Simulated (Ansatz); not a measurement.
Born–Oppenheimer molecular dynamics of ClH4NSi (7 atoms, charge 0, multiplicity 1). It starts at the highest image of a converged band, a first-order saddle point between two minima.

The calculation used RKS LDA/def2-SVP in Ansatz 0.2.0.

```json
{
 "ensemble": "NVE (velocity Verlet)",
 "time step": "0.5 fs",
 "steps asked": "200",
 "starting velocities drawn for": "100 K",
 "seed": "8559"
}
```

First frame:

```xyz
7
Properties=species:S:1:pos:R:3
Si -0.430 0.125 0.472
H 1.076 0.113 1.244
Cl 2.247 -0.225 0.304
N -0.929 1.429 -0.504
H -1.207 1.347 -1.488
H -0.863 2.402 -0.190
H -0.726 -1.062 -0.426
```

Question: How far do the bonds stretch over the last three quarters of this one trajectory? (Pairs bonded in most of those frames.)

Answer: 
```json
{"bond": "Si1–H2", "mean (Å)": "1.583", "spread (Å)": "0.080", "shortest": "1.41", "longest": "1.70"}
{"bond": "Si1–Cl3", "mean (Å)": "2.360", "spread (Å)": "0.323", "shortest": "1.85", "longest": "2.69"}
{"bond": "Si1–N4", "mean (Å)": "1.712", "spread (Å)": "0.033", "shortest": "1.64", "longest": "1.78"}
{"bond": "Si1–H7", "mean (Å)": "1.513", "spread (Å)": "0.034", "shortest": "1.46", "longest": "1.59"}
{"bond": "N4–H5", "mean (Å)": "1.026", "spread (Å)": "0.005", "shortest": "1.02", "longest": "1.04"}
{"bond": "N4–H6", "mean (Å)": "1.026", "spread (Å)": "0.007", "shortest": "1.01", "longest": "1.04"}
```

Pairs bonded in part of these frames only: Si1–Cl3 72 %, H2–Cl3 17 %.

Mean temperature of the second half: 1698 K. The conserved energy stayed within 0.22 meV per atom of its start (net change 0.064 meV per atom), so the integration is sound. The kinetic energy rose, since the run started high on the potential surface and went downhill. A run of 0.1 ps of so small a system gives no equilibrium averages. The orbitals stay closed-shell, which can raise the energy where a bond breaks towards radicals; this wasn't checked here.

Time of the run: 5.1 min on 1 thread of Arm Neoverse N1 (shared host), peak memory 0.11 GiB.
